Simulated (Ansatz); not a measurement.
Cost and result for the atomization energy of C2H4F2N2, SMILES `N/C(F)=N/CF` (10 atoms, 9 bonds).

```xyz
10

N    -1.892    0.311    0.557
C    -0.624   -0.101    0.322
F    -0.358   -1.211    1.041
N     0.180    0.427   -0.476
C     1.466   -0.126   -0.703
F     2.368    0.904   -0.854
H    -2.321    0.020    1.417
H    -2.119    1.228    0.214
H     1.829   -0.754    0.118
H     1.472   -0.697   -1.638
```

The species carries charge 0 and has multiplicity 1. The structure was optimised at the PBE0-D4/def2-TZVP level. It is one conformer, not always the lowest. Program: Ansatz. All runs use 4 threads of an Arm Neoverse V2 on a shared host. Times are those of one run each, without the atoms' runs, and a repeat can differ threefold. Electronic energies, without spin–orbit coupling; frozen cores. CCSD(T)/CBS adds CCSD(T) − MP2 in def2-TZVPP to the MP2 limit, and its time is that of the two runs behind it. T1 = 0.013. HSE06 is the plane-wave form, built on full-range PBE exchange.

CCSD(T)/CBS is a level of theory with its own doubt, some kJ/mol a heavy atom from the limit and from the frozen cores, so smaller differences don't rank the functionals.

```json
{"level": "revPBE-D4/def2-TZVPP", "functions": "242", "wall time": "1.7 s", "atomization (kJ/mol)": "3983.1", "difference from CCSD(T)/CBS": "61.6", "per bond": "6.9"}
{"level": "BHLYP-D4/def2-TZVPP", "functions": "242", "wall time": "2.5 s", "atomization (kJ/mol)": "3750.1", "difference from CCSD(T)/CBS": "-171.4", "per bond": "-19.0"}
{"level": "HSE06-D4/def2-TZVPP", "functions": "242", "wall time": "2.6 s", "atomization (kJ/mol)": "3979.4", "difference from CCSD(T)/CBS": "57.9", "per bond": "6.4"}
{"level": "r2SCAN-D4/def2-TZVPP (with forces)", "functions": "242", "wall time": "4 s", "atomization (kJ/mol)": "3945.8", "difference from CCSD(T)/CBS": "24.3", "per bond": "2.7"}
{"level": "r2SCANh-D4/def2-TZVPP", "functions": "242", "wall time": "4.4 s", "atomization (kJ/mol)": "3899.4", "difference from CCSD(T)/CBS": "-22.1", "per bond": "-2.5"}
{"level": "B2PLYP/def2-TZVPP", "functions": "242", "wall time": "4.8 s", "atomization (kJ/mol)": "3904.7", "difference from CCSD(T)/CBS": "-16.8", "per bond": "-1.9"}
{"level": "PBE-QIDH/def2-TZVPP", "functions": "242", "wall time": "5 s", "atomization (kJ/mol)": "3898.1", "difference from CCSD(T)/CBS": "-23.4", "per bond": "-2.6"}
{"level": "ωB97X-V/def2-TZVPP", "functions": "242", "wall time": "6 s", "atomization (kJ/mol)": "3960.3", "difference from CCSD(T)/CBS": "38.8", "per bond": "4.3"}
{"level": "CCSD(T)/def2-SVP", "functions": "104", "wall time": "7 s", "atomization (kJ/mol)": "3685.7", "difference from CCSD(T)/CBS": "-235.8", "per bond": "-26.2"}
{"level": "ωB97M-V/def2-TZVPP (with forces)", "functions": "242", "wall time": "9 s", "atomization (kJ/mol)": "3960.7", "difference from CCSD(T)/CBS": "39.2", "per bond": "4.4"}
{"level": "MP2/def2-QZVPP", "functions": "462", "wall time": "19 s", "atomization (kJ/mol)": "3991.6", "difference from CCSD(T)/CBS": "70.1", "per bond": "7.8"}
{"level": "CCSD(T)/def2-TZVPP", "functions": "242", "wall time": "3.4 min", "atomization (kJ/mol)": "3794.2", "difference from CCSD(T)/CBS": "-127.3", "per bond": "-14.1"}
{"level": "CCSD(T)/CBS(def2)", "functions": "–", "wall time": "3.7 min", "atomization (kJ/mol)": "3921.5", "difference from CCSD(T)/CBS": "0.0", "per bond": "0.0"}
```

From PBE to PBE0 (25 % exact exchange), in def2-TZVPP and without D4, the atomization energy moves by −149.2 kJ/mol: exact exchange takes away binding that semilocal exchange gives to molecules. The D4 term adds +25.1 kJ/mol with B3LYP and +13.1 kJ/mol with PBE0; it sums over pairs of atoms, weighted by their polarisabilities, and B3LYP, whose exchange is more repulsive, gets the larger term. Leaving LDA and LC-ωPBE aside and taking each functional with its dispersion term where it has one, the values, not all of them listed here, spread over 376.5 kJ/mol, from BHLYP-D4 to PBE-D4. LDA lies +607.8 kJ/mol from PBE without D4, its usual overbinding.

B3LYP here is the variant with VWN-RPA as its local correlation; programs differ in this.
